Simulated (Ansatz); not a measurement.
**Al₂H₂Cl radical (SMILES [AlH2][Al][Cl]): one structure at several levels**

Aim: energy, forces and dipole at a structure displaced at random from a GFN2-xTB minimum, from CCSD(T) and from density functionals.

Computed with Ansatz 0.2.0, Gaussian basis. Level: single points in def2-TZVPP.

Cores are frozen in the correlated methods. Orbitals are unrestricted.

### Step 1. Starting geometry

SMILES `[AlH2][Al][Cl]`, 5 atoms, charge 0, spin multiplicity 2.

Atoms are counted from 1 here; the program's logs count them from 0.

Bond lengths: Al1–Al2 2.649 Å, Al1–H4 1.592 Å, Al1–H5 1.469 Å, Al2–Cl3 2.103 Å. Angles: Al2–Al1–H4 80.4°, Al2–Al1–H5 157.6°, H4–Al1–H5 122.0°, Al1–Al2–Cl3 156.0°.

Coordinates:

```xyz
5
Al2ClH2
Al   -0.2083    1.1180   -0.4691
Al    0.2541   -1.3034    0.5014
Cl    1.3299   -2.7863    1.5338
H    -1.5518    0.3911   -0.9176
H     0.0379    2.5385   -0.7497
```

### Step 2. CCSD(T)/def2-TZVPP

The input, run/in.yaml:

```yaml
crystal:
  periodic: [false, false, false]
  atoms:
    - {symbol: Al, position_ang: [-0.208300, 1.118000, -0.469100]}
    - {symbol: Al, position_ang: [0.254100, -1.303400, 0.501400]}
    - {symbol: Cl, position_ang: [1.329900, -2.786300, 1.533800]}
    - {symbol: H, position_ang: [-1.551800, 0.391100, -0.917600]}
    - {symbol: H, position_ang: [0.037900, 2.538500, -0.749700]}
basis:
  gaussian: {orbitals: def2-TZVPP}
magnetization: {spin_polarized: true, initial_magnetization: 1}
correlation: {method: ccsd_t}
scf: {omitted_lower_state_checks: [cluster_reference]}
output: {forces: true}
```

The command line of these runs was not kept.

### Step 3. PBE0-D4/def2-TZVPP

Edit run/in.yaml of step 2 so:

```diff
@@ -11,4 +11,3 @@
 magnetization: {spin_polarized: true, initial_magnetization: 1}
-correlation: {method: ccsd_t}
-scf: {omitted_lower_state_checks: [cluster_reference]}
-output: {forces: true}
+hamiltonian: {xc: pbe0, dispersion: d4}
+output: {forces: true, orbitals: {seedname: orbitals}}
```

### Step 4. wB97M-V/def2-TZVPP

Edit run/in.yaml of step 3 so:

```diff
@@ -11,3 +11,3 @@
 magnetization: {spin_polarized: true, initial_magnetization: 1}
-hamiltonian: {xc: pbe0, dispersion: d4}
-output: {forces: true, orbitals: {seedname: orbitals}}
+hamiltonian: {xc: {name: wB97M-V}}
+output: {forces: true}
```

### Step 5. r2SCAN-D4/def2-TZVPP

Edit run/in.yaml of step 4 so:

```diff
@@ -11,3 +11,3 @@
 magnetization: {spin_polarized: true, initial_magnetization: 1}
-hamiltonian: {xc: {name: wB97M-V}}
+hamiltonian: {xc: r2scan, dispersion: d4}
 output: {forces: true}
```

### Step 6. PBE-D4/def2-TZVPP

Edit run/in.yaml of step 5 so:

```diff
@@ -11,3 +11,3 @@
 magnetization: {spin_polarized: true, initial_magnetization: 1}
-hamiltonian: {xc: r2scan, dispersion: d4}
+hamiltonian: {xc: pbe, dispersion: d4}
 output: {forces: true}
```

### Step 7. LC-wPBE/def2-TZVPP

Edit run/in.yaml of step 6 so:

```diff
@@ -11,3 +11,3 @@
 magnetization: {spin_polarized: true, initial_magnetization: 1}
-hamiltonian: {xc: pbe, dispersion: d4}
+hamiltonian: {xc: {name: LC-wPBE}}
 output: {forces: true}
```

### Step 8. wB97X-V/def2-TZVPP

Edit run/in.yaml of step 7 so:

```diff
@@ -11,3 +11,3 @@
 magnetization: {spin_polarized: true, initial_magnetization: 1}
-hamiltonian: {xc: {name: LC-wPBE}}
+hamiltonian: {xc: {name: wB97X-V}}
 output: {forces: true}
```

(Steps that only read results are left out.)

Before running it: what results should come out? Wanted: energy less free atoms, CCSD(T)/def2-TZVPP; RMS force component; RMS force error; HOMO and LUMO, PBE0-D4; T1 diagnostic.

**Answer**, as computed:

| quantity | value |
| --- | --- |
| energy less free atoms, CCSD(T)/def2-TZVPP | -1013.2 kJ/mol |
| RMS force component | 0.761 to 0.844 eV/Å over the methods |
| RMS force error | PBE0-D4 0.046, wB97M-V 0.049, r2SCAN-D4 0.094, PBE-D4 0.150, LC-wPBE 0.088, wB97X-V 0.033 eV/Å |
| HOMO and LUMO, PBE0-D4 | -4.84 and -3.05 eV |
| T1 diagnostic | 0.018 |

**Reading.** Against CCSD(T) the functionals' energies less atoms differ by -57.4 to -25.2 kJ/mol, PBE-D4 by -33.2 kJ/mol. CCSD(T) in triple zeta still lacks some correlation energy of the bonds, so part of these gaps is its own basis error and they don't rank the functionals. The forces of wB97X-V come nearest to CCSD(T), those of PBE-D4 are farthest.
